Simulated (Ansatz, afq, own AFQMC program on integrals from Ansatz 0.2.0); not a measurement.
HBrO, triplet in cc-pVTZ, levels against CCSDT(Q)

```csv
atom,x (Å),y (Å),z (Å)
Br,0.0000,0.0000,-1.5087
H,0.0000,0.0000,0.2593
O,0.0000,0.0000,1.2493
```

Connectivity, by distances: Br ··· O, 1 bridging H.

Basis cc-pVTZ. Only valence electrons are correlated. Ansatz 0.2.0 and our own AFQMC program on the same integrals; the CISD trial comes from CCSD amplitudes, and released means the phaseless constraint is let go. Error bars are statistical, one sigma. No spin–orbit coupling.

Determinant: UHF, the one that the program's search chose, which needn't be the lowest solution. The geometry is a point of a scan.

No full CI on the walks' own integrals is used here; CCSDT(Q) serves as the reference and is uncertain by about the last step of the cluster series.

Cautions: no relativity below Rb; no spin-orbit coupling; inner d shell frozen; lower spins were not checked.

- T1 diagnostic: 0.0130
- weight of the determinant in the CISD state: 0.884
- ⟨S²⟩ of the determinant: 2.028
- size of the correlated space: 14 electrons in 72 orbitals

```csv
level,correlation energy (eV)
MP2,-9.3830
CCSD,-10.2694
CCSD(T),-10.5848
```

Task: Estimate where AFQMC with the constraint released lies against CCSD(T) on the same integrals.

Result: 2.5 ± 0.5 kJ/mol below CCSD(T).

Reference: CCSDT(Q), correlation energy -10.625 eV. The released energy is read at 1.62 1/Eh, later times being too noisy (meV from the phaseless value at times in 1/Eh: -9 ± 4 at 0.24, -15 ± 5 at 0.51, -18 ± 5 at 0.99, -9 ± 6 at 1.62, -24 ± 8 at 2.40).

```json
{"level": "CCSD(T)", "E − E(reference) (kJ/mol)": "3.9", "share of correlation (%)": "99.62"}
{"level": "CCSDT", "E − E(reference) (kJ/mol)": "1.2", "share of correlation (%)": "99.89"}
{"level": "ph-AFQMC/CISD", "E − E(reference) (kJ/mol)": "2.2 ± 0.4", "share of correlation (%)": "99.79"}
{"level": "released AFQMC", "E − E(reference) (kJ/mol)": "1.3 ± 0.5", "share of correlation (%)": "99.87"}
```

A walk keeps the symmetry of its determinant, which the program's search chose and which needn't be the lowest solution, so a lower state of the same spin and another symmetry isn't excluded. Released energies are given only where the last usable release times agree within the noise; a slower fall can still hide under it.
